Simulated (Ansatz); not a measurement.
## Worked example: correlation energy of SO, triplet

Geometry: MP2(full)/6-31G*, from the G2/97 set.

```xyz
2

O     0.0000    0.0000    0.0000
S     0.0000    0.0000    1.5240
```

Basis 6-31G* (Cartesian d functions); Ansatz 0.2.0. Only valence electrons are correlated (noble-gas cores frozen), which leaves 12 electrons in 28 orbitals. Prefix R: restricted or restricted open-shell reference; prefix U: unrestricted.

Full CI isn't at hand for all of this; UCCSDTQ serves as the reference, and is uncertain by about the last step of the cluster series.

Runs differ by some tens of microhartree through their thresholds and, for an open shell, their frozen cores, so steps under 0.03 kcal/mol mean nothing.

```tsv
level	total energy (hartree)
UHF	-472.324064
UMP2	-472.613163
UCCSD	-472.623696
UCCSD(T)	-472.633677
UCCSDT	-472.634234
UCCSDT(Q)	-472.635869
UCCSDTQ	-472.635703
```

Question: What is the correlation energy at UCCSDTQ, and what share of it do UMP2 and UCCSD recover?

Answer: E(corr) = -472.635703 − (-472.324064) = -0.311639 hartree = -8.480 eV. UMP2: -0.289099 / -0.311639 = 92.77 %. UCCSD: -0.299632 / -0.311639 = 96.15 %.

Question: By how many kcal/mol does UCCSD(T) miss UCCSDTQ (1 hartree = 627.509 kcal/mol), and which steps make up the rest?

Answer: -472.633677 − (-472.635703) = 0.002026 hartree = 1.27 kcal/mol. Steps: UCCSDT − UCCSD(T) = -0.35, UCCSDT(Q) − UCCSDT = -1.03, UCCSDTQ − UCCSDT(Q) = 0.10 kcal/mol. Differences between like states or geometries often cancel part of this.
